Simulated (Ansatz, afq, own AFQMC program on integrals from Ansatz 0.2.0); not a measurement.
# Atomization energy of HfB, sextet

```xyz
2

Hf    0.0000    0.0000    0.0000
B     0.0000    0.0000    2.1360
```

Atoms in their ground-state spins without spin–orbit coupling (mostly on UHF) minus the molecule (UHF), without zero-point energy. The geometry is a stationary point, not shown to be a minimum.

Basis def2-TZVPP with its core potentials. Noble-gas cores (and the filled d shells of Ga–Kr and In–Xe) are frozen. AFQMC by an in-house program on the Cholesky factors that Ansatz 0.2.0 writes for its CCSD(T) run. The CISD trial takes its coefficients from CCSD amplitudes. Released means that phaseless walkers are propagated on without the constraint, phases kept. Uncertainties: one standard error, sampling alone. No spin–orbit coupling. The metal's outer-core s and p shells are frozen, which shifts wave-function levels against functionals. The errors of all members are added in quadrature.

No full CI on the walks' own integrals is used here; CCSDT(Q) serves as the reference and is uncertain by about the last step of the cluster series. Each member takes its own surest rung, up to full CI.

The best estimate is CCSD(T) at the basis-set limit (CBS: def2-TZVPP and def2-QZVPP, with their diffuse functions for anions and beside diffuse sets, CCSD(T) itself extrapolated) plus the step from CCSD(T) to CCSDT(Q) in def2-TZVPP. Rows without CBS are in def2-TZVPP; B2PLYP and the wave-function rows carry a basis error of their own. Core correlation and relativity beyond core potentials are missing, and ± holds the sampling alone.

Cautions: no spin-orbit coupling; outer-core shells of the metal frozen; HfB (sextet): another spin lies lower, raised T1 diagnostic (T1 0.048, weight of the determinant 0.87, largest double 0.05), (T) is large, 7 % of the CCSD correlation, the released energies are still falling, so no released level is given (meV from the phaseless value at times in 1/Eh: -16.4 ± 2.3 at 0.24, -27 ± 3 at 0.50, -40 ± 7 at 1.00, -65 ± 8 at 1.50), its ph-AFQMC/CISD value lies 92 ± 3 meV above CCSDT(Q); Hf (triplet): its ph-AFQMC/CISD value lies 43.4 ± 0.8 meV above full CI.

```json
{"level": "PBE0", "atomization energy (kJ/mol)": "256.1"}
{"level": "PBE", "atomization energy (kJ/mol)": "280.1"}
{"level": "B2PLYP", "atomization energy (kJ/mol)": "188.6"}
```

(1) From these cheaper values, estimate the atomization energy at the level of the best estimate.

(1) 188.8 kJ/mol (best estimate, highest rung CCSDT(Q)).

```csv
level,atomization energy (kJ/mol),error against the best estimate (kJ/mol)
HF,147.8,-41.0
MP2,211.5,22.7
CCSD,171.6,-17.2
CCSD(T),184.5,-4.3
ph-AFQMC/CISD,181.0 ± 0.3,-7.8 ± 0.3
HF/CBS,148.0,-40.8
MP2/CBS,214.5,25.7
CCSD(T)/CBS,188.1,-0.7
r2SCAN,292.0,103.2
B3LYP,195.3,6.5
wB97M-V,183.3,-5.5
surest rungs in def2-TZVPP,185.3,-3.5
```

Correlation beyond CCSD(T) adds 0.7 kJ/mol. Going to the basis-set limit adds 3.5 kJ/mol at CCSD(T). The perturbative (T) step is worth +12.9 kJ/mol.

Best estimates are given only where the step beyond CCSD(T) is under 0.3 eV and no member's determinant is very poor (T1 over 0.05, or 0.07 for open shells, ⟨S²⟩ too high by 0.3, two states mixed), so the hardest cases are missing from such tables.

The functionals ran in a triple-zeta set and keep a basis error of their own, a few kJ/mol for each bond in atomization energies and more for double hybrids, so close places among them and the extrapolated levels can swap.

Each member of a difference takes its own highest rung, so a best estimate needn't equal the limit plus the step of one row. A walk keeps the symmetry of its determinant, which the program's search chose and which needn't be the lowest solution, so a lower state of the same spin and another symmetry isn't excluded. The exponents were fitted on light atoms, and def2 sets of heavy atoms don't grow evenly, so the limit is rough here.
